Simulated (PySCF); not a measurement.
C₄H₇S (charge -1).
SMILES with atom numbers: `[CH3:1]/[CH:2]=[CH:3]/[CH2:4][S-:5]` (hydrogens: H6, H7, H8 on C1; H9 on C2; H10 on C3; H11, H12 on C4)

Torsions of this conformer, `[CH3:1]/[CH:2]=[CH:3]/[CH2:4][S-:5]`: C2–C3–C4–S5 -118°.

The closed-shell ground state was solved at several levels (PySCF, density fitting, gas phase, non-relativistic). Geometry: PBE0-D3(BJ)/def2-SVP, one conformer, isolated ion. Where the HOMO energy is positive, the finite basis confines the outermost electrons. No diffuse functions stand in pcSseg-1 and pcSseg-2, which bears on an anion's orbital energies.

| level | basis functions | total energy (Eh) | HOMO (eV) | LUMO (eV) | gap (eV) |
| --- | --- | --- | --- | --- | --- |
| wB97X-D/pcSseg-2 | 285 | -554.8581 | -1.74 | 5.39 | 7.13 |
| CAM-B3LYP/def2-SVPD | 163 | -554.5291 | -1.37 | 4.49 | 5.86 |

(1) What might PBE0/pcSseg-1 (127 basis functions) give for the same quantities?

(2) Over all these levels, which gives the widest orbital gap and which the narrowest?

## Answers

(1) Total energy -554.4588 Eh, HOMO 0.47 eV, LUMO 4.92 eV, gap 4.45 eV.

(2) wB97X-D/pcSseg-2 (range-separated hybrid) has the widest, 7.13 eV, and PBE0/pcSseg-1 (global hybrid, 25 % exact exchange) the narrowest, 4.45 eV. Functional and basis both differ between the two, so the spread mixes both effects.

wB97X-D is run here without its empirical dispersion term; that term would change no orbital, density or response property at a fixed geometry.
